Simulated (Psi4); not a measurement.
# BHO2 (oxoborinic acid): CIS/6-311+G(d,p) (density fitting, ints tolerance 1e-10, save jk yes)

Aim: the vertical excitations of BHO2 (oxoborinic acid). 

The results are computed with Psi4 1.11.

1 further run of the same task is left out (set aside as unsound or not needed).

**1. Starting point**

The species is BHO2 (4 atoms), meant as a singlet with charge 0. SMILES: `O=BO`. The coordinates come from a PBE0-D4/def2-TZVP relaxation.

Bond lengths: O1–B2 1.210 Å, B2–O3 1.322 Å, O3–H4 0.960 Å. Angles: O1–B2–O3 177.5°, B2–O3–H4 117.0°.

**2. The vertical excitations at CIS/6-311+G(d,p) (density fitting, ints tolerance 1e-10, save jk yes)**

File input.in:

```
memory 1600 mb

molecule {
  O     -1.555100     0.523500     0.428500
  B     -0.423900     0.132000     0.248600
  O      0.816700    -0.302000     0.108600
  H      1.162300    -0.353500    -0.785700
  symmetry c1
  no_reorient
  no_com
}

set globals {
  basis          6-311+G**
  reference      uhf
  scf_type       mem_df
  save_jk        true
  basis_guess    STO-3G
  ints_tolerance 1e-10
}

from psi4.driver.procrouting.response.scf_response import tdscf_excitations
e_tot, wfn = energy("hf", return_wfn=True)
states = tdscf_excitations(wfn, states=6, tda=True)
```

Run with:

```console
$ psi4 -i input.in -o input.out -n 1
```

**Question.** What will come out? Wanted: ground-state or mean-field energy; dipole moment; HOMO energy; LUMO energy; HOMO–LUMO gap; lowest excitation energy.

Answer, from the run:

Level: CIS/6-311+G** (density fitting, ints tolerance 1e-10, save jk yes).

| quantity | value |
| --- | --- |
| ground-state or mean-field energy | -175.13646 Eh |
| dipole moment (Hartree–Fock density) | 4.25 D |
| HOMO energy (Hartree–Fock orbitals) | -13.44 eV |
| LUMO energy (Hartree–Fock orbitals) | 0.80 eV |
| HOMO–LUMO gap (Hartree–Fock orbitals) | 14.24 eV |
| lowest excitation energy | 7.80 eV |

What this shows: The brightest of the 6 transitions from the ground state lies at 8.71 eV (142 nm, f = 0.019); the lowest, at 7.80 eV, has f = 0.000.
